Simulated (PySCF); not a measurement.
Structure problem from calculated spectra and properties.

Elements present: C and H. Monoisotopic mass: 54.0470 u; triplet state.

* EPR g: 2.00261 [unrestricted B3LYP/IGLO-III on C, pcH-1 on H, mean-field spin–orbit]
* EPR couplings: largest isotropic hyperfine couplings (means over sets of like nuclei): 13C +33.6 (×2), 1H -29.0 (×4), 1H -6.2 (×2), 13C -6.2 (×2) MHz [unrestricted B3LYP/IGLO-III on C, pcH-1 on H]
* Zero-field splitting: -0.132 cm⁻¹ [unrestricted B3LYP/IGLO-III on C, pcH-1 on H, mean-field spin–orbit]
* Rotational structure: rotational constants A, B, C: 42.755, 4.186, 3.815 GHz [PBE0-D3(BJ)/def2-SVP]
* Dipole: 0.00 D [PBE0-D3(BJ)/def2-SVP]

The electronic properties come from PySCF, for the isolated species, density fitting. Levels stand in brackets. Isolated species at its PBE0-D3(BJ)/def2-SVP geometry, gas phase.

Problem. Which formula fits the mass and the elements?

Solution. C4H6 (calculated 54.0470). No other formula that holds each of these elements comes within 0.0003 u with a fitting electron parity and a possible valence count.

Problem. Give a SMILES that accounts for the data.

Solution. Numbering: `[CH2:1]/[CH:2]=[CH:3]/[CH2:4]`. By its constants the optimised geometry is an asymmetric top. The largest Mulliken spin population (0.96) sits on a carbon bonded to C and 2 H [C4], and on each of the 2 such atoms. The couplings belong to: 13C +33.6 MHz, carbon bonded to C and 2 H [C1/C4]; 1H -29.0 MHz, hydrogen on C1/C4; 1H -6.2 MHz, hydrogen on C2/C3; 13C -6.2 MHz, carbon bonded to 2 C and H [C2/C3]. Structure: `[CH2]/C=C/[CH2]` [triplet]. The assignments are read from this structure; whether some other isomer fits the data as well wasn't checked.
